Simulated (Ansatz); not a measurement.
A made-up structure of SiH₃SO (charge +1), closed shell:

O1  (-1.476, -0.820, 0.050)
S2  (0.008, -1.012, -0.588)
Si3  (0.876, 0.757, -0.067)
H4  (1.516, -0.345, -0.692)
H5  (2.206, 0.987, -0.654)
H6  (0.120, 1.723, 0.748)
(Å)

It is relaxed with PBE-D4/def2-SVP and then PBE0-D4/def2-TZVP (Ansatz 0.2.0). Atoms count as bonded within 1.22 times the sum of their covalent radii (H–H: 0.88 Å). The end point is not checked to be a true minimum.

**Question.** Does its bonding change? (A judgement: the text doesn't fix the answer.)

**Answer.** By the calculation: Yes. Formed: none; broken: S2–H4.

Where it ends: The first stage lowers the energy by 3.71 eV in 17 steps. It ends as SiH₃SO ([O][S][SiH3]), total charge +1:
O1  (-1.630, -0.634, -0.391)
S2  (-0.326, -0.889, -0.969)
Si3  (1.155, 0.592, -0.022)
H4  (2.110, -0.393, 0.540)
H5  (1.627, 1.246, -1.267)
H6  (0.313, 1.367, 0.905)
(Å)

Labels in which every atom is bracketed show which atoms are joined, not bond orders.

For scale, one of the runs: PBE0-D4/def2-TZVP relaxation, 123 basis functions, launched by `ansatz run in.yaml --threads 2 --pin off --events-out ev --progress --plain --max-ram 4352MiB`. The run took about 13 s on 2 CPU threads of an AMD EPYC 9R45 (shared host).
